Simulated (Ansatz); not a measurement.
Geometry optimisation, RKS PBE/def2-mTZVP in Ansatz.

The input (input.yaml):

```yaml
crystal:
  periodic: [false, false, false]
  atoms:
    - { symbol: Si, position_ang: [-0.139465, 0.132206, 0.077795] }
    - { symbol: O, position_ang: [-0.123413, 0.08648, 1.757052] }
    - { symbol: H, position_ang: [-0.987843, 0.244577, 2.181241] }
    - { symbol: H, position_ang: [1.2711, 0.309419, -0.368837] }
    - { symbol: H, position_ang: [-0.959719, 1.298029, -0.394467] }
    - { symbol: H, position_ang: [-0.717359, -1.10425, -0.542385] }
    - { symbol: H, position_ang: [1.287504, -2.000813, 0.811817] }
    - { symbol: H, position_ang: [1.099596, -1.735047, 1.445685] }
basis:
  gaussian: { orbitals: def2-mTZVP }
hamiltonian:
  xc: pbe
relax:
  f_tol: 0.03
  max_steps: 50
output:
  orbitals: {}
```

Launched with:

```bash
$ ansatz run input.yaml --threads 1 --pin off --max-ram 2048MiB --backend cpu --events-out ev --progress --plain --runs-dir out
```

Problem. Where does it end, and by what steps?

Solution. The forces met the threshold. After 26 steps the energy has fallen by 0.192 eV; H7 moved furthest, 1.70 Å.

```
step  energy less start (eV)  largest force component (eV/Å)  accepted
   0                  0.0000                           1.320       yes
   1                 -0.1049                           0.135       yes
   2                 -0.1434                           0.161       yes
   3                 -0.1638                           0.166       yes
   4                 -0.1717                           0.128       yes
   5                 -0.1745                           0.091       yes
   6                 -0.1761                           0.107       yes
   7                 -0.1776                           0.100       yes
   8                 -0.1792                           0.173       yes
   9                 -0.1809                           0.160       yes
  10                 -0.1821                           0.118       yes
  11                 -0.1840                           0.040       yes
  12                 -0.1835                           0.151        no
  13                 -0.1854                           0.054       yes
  14                 -0.1864                           0.084       yes
  15                 -0.1870                           0.119       yes
  16                 -0.1877                           0.062       yes
  17                 -0.1886                           0.086       yes
  18                 -0.1892                           0.117       yes
  19                 -0.1896                           0.106       yes
  20                 -0.1901                           0.074       yes
  21                 -0.1905                           0.075       yes
  22                 -0.1909                           0.080       yes
  23                 -0.1911                           0.078       yes
  24                 -0.1915                           0.062       yes
  25                 -0.1916                           0.032       yes
  26                 -0.1917                           0.024       yes
```

```xyz
8
Properties=species:S:1:pos:R:3
Si -0.443 0.469 -0.203
O -0.277 -0.419 1.211
H -1.030 -0.377 1.825
H 0.825 0.243 -0.955
H -0.620 1.935 0.070
H -1.613 0.006 -1.024
H 2.217 -2.551 2.124
H 1.671 -2.076 1.920
```

Whether the end is a true minimum wasn't checked by a vibrational analysis.

Run time: 30 s on 1 thread of Arm Neoverse V2 (shared host), peak memory 0.11 GiB.
